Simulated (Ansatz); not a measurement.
Write a Python script for Ansatz's Python interface that makes a short molecular-dynamics run of H₃OP, SMILES OP. Use (for the species named): PBE, 6-31G basis, multiplicity 1, D4 dispersion.

Contents of `h3op.xyz`:
```text
5

O     0.54710   -0.43050    0.81140
P     0.09480    0.28450   -0.61860
H     0.86460   -1.27280    0.65570
H    -1.14770   -0.20440   -0.73380
H    -0.30890    1.54950   -0.15610
```

`h3op.py`
```python
# -*- coding: utf-8 -*-
'''A short Born-Oppenheimer trajectory of H3OP.'''

import ansatz as az
import numpy as np


def main():
    system = az.Crystal.molecule_from_extxyz('h3op.xyz')

    job = system.calculation().basis(gaussian='6-31G').functional('pbe', dispersion='d4')
    symbols = [site.symbol for site in system.cartesian_sites]
    start = np.array([site.position_ang for site in system.cartesian_sites], dtype=float)
    r = job.relax(force_tolerance=0.02).run(threads=1, pin='off').report
    end = np.array(r['positions_ang'])
    minimum = az.Crystal.molecule()
    for symbol, place in zip(symbols, end):
        minimum = minimum.atom(symbol, place.tolist())

    # dynamics from the relaxed geometry
    job = minimum.calculation()
    job = job.basis(gaussian='6-31G').functional('pbe', dispersion='d4')
    job = job.md('nve', timestep=0.25, steps=40, temperature=800, initial_velocities='maxwell_boltzmann', seed=42)
    frames = []
    out = job.session().plan().execute(on_event=lambda e: frames.append(e['data']) if e['event'] == 'md_step' else None)
    print('t (fs)   E_pot (eV)      E_kin (eV)   T (K)   d(0-1) (A)')
    for f in frames[::2]:
        xyz = np.array(f['positions_ang'])
        print(f'{f["time_fs"]:6.2f} {f["lagrangian_ev"]:14.5f} {f["e_kin_ev"]:10.5f} {f["temperature_k"]:8.1f} {np.linalg.norm(xyz[0] - xyz[1]):9.4f}')
    kept = np.array([f['conserved_ev'] for f in frames])
    print(f'conserved energy moves by at most {1000 * np.ptp(kept):.3f} meV')


if __name__ == '__main__':
    main()
```

```console
$ python h3op.py
t (fs)   E_pot (eV)      E_kin (eV)   T (K)   d(0-1) (A)
  0.00   -11375.36175    0.31022    800.0    1.8146
  0.50   -11375.35659    0.30508    786.7    1.8088
  1.00   -11375.34201    0.29054    749.2    1.8032
  1.50   -11375.32041    0.26899    693.7    1.7976
  2.00   -11375.29469    0.24332    627.5    1.7921
  2.50   -11375.26761    0.21627    557.7    1.7867
  3.00   -11375.24127    0.18995    489.8    1.7815
  3.50   -11375.21696    0.16564    427.2    1.7765
  4.00   -11375.19514    0.14382    370.9    1.7718
  4.50   -11375.17576    0.12444    320.9    1.7672
  5.00   -11375.15862    0.10730    276.7    1.7628
  5.50   -11375.14381    0.09250    238.5    1.7587
  6.00   -11375.13192    0.08062    207.9    1.7548
  6.50   -11375.12386    0.07258    187.2    1.7512
  7.00   -11375.12042    0.06914    178.3    1.7478
  7.50   -11375.12161    0.07030    181.3    1.7446
  8.00   -11375.12627    0.07493    193.2    1.7417
  8.50   -11375.13236    0.08098    208.8    1.7391
  9.00   -11375.13761    0.08620    222.3    1.7369
  9.50   -11375.14044    0.08903    229.6    1.7350
 10.00   -11375.14060    0.08921    230.0    1.7335
conserved energy moves by at most 0.248 meV
```

Caveats:
- Total energies depend on the basis set; only differences at equal settings carry meaning.
- The trajectory is only some femtoseconds long, so its temperature is not equilibrated; where the script doesn't relax first, it starts from a rough generated geometry.
- The temperature counts the internal degrees of freedom alone.
- Finished in 30 s on 1 thread of Arm Neoverse V1, on a shared host, peak memory 0.17 GiB.
